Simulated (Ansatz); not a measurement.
# CHOSi (quartet): from Hartree-Fock to the top rungs, def2-QZVPP

The task here is to estimate one member of a computed series from the others.

Program: Ansatz 0.2.0, Gaussian basis. Level of theory: def2-QZVPP, core rule «outside noble gas», up to 7 orbitals frozen. These are calculated values, not measurements.

The runs, in order: UHF; ROHF; CCSD(T) on UHF.

4 further runs of the same task are left out: 4 set aside as unsound or not needed.

## The geometry

The geometry is a PBE0/def2-TZVP stationary point (not a proven minimum) of the parent state, kept for this charge and spin.

4 atoms, charge 0, spin multiplicity 4.

Atoms are counted from 1 here; the program's logs count them from 0.

Bond lengths: C1–O2 1.287 Å, C1–H4 1.117 Å, O2–Si3 1.632 Å. Angles: O2–C1–H4 105.9°, C1–O2–Si3 170.9°.

As a file:

```xyz
4

C     0.0000   -0.1613    1.7769
O     0.0000    0.0328    0.5043
Si    0.0000    0.0197   -1.1276
H     0.0000    0.8540    2.2417
```

Set-up of the first run:

File in.yaml:

```yaml
crystal:
  periodic: [false, false, false]
  atoms:
    - {symbol: C, position_ang: [0.000000, -0.161310, 1.776890]}
    - {symbol: O, position_ang: [0.000000, 0.032795, 0.504320]}
    - {symbol: Si, position_ang: [0.000000, 0.019652, -1.127630]}
    - {symbol: H, position_ang: [0.000000, 0.854039, 2.241729]}
basis:
  gaussian: {orbitals: "def2-QZVPP.json"}
magnetization: {spin_polarized: true, initial_magnetization: 3}
hamiltonian: {xc: hf}
output: {orbitals: {seedname: orbitals}}
```

Launch:

```bash
> ansatz run in.yaml --threads 1 --pin off --events-out ev --progress --plain --max-ram 2393MiB
```

Among the steps run: UHF; ROHF; CCSD(T) on UHF.

One table of the session follows, with a row left open; its other results are not shown here.

| method | from UCCSD(T) (meV) |
| --- | --- |
| ROHF | +13603.7 |
| UHF | +13320.3 |
| UMP2 | +1207.8 |
| UCCSD | ? |
| UCCSD(T) | 0 |

Q: Estimate the row for UCCSD from the others.

As computed: from UCCSD(T) (meV): +576.9. In the column «from UCCSD(T) (meV)» it lies between UCCSD(T) (0) and UMP2 (+1207.8).
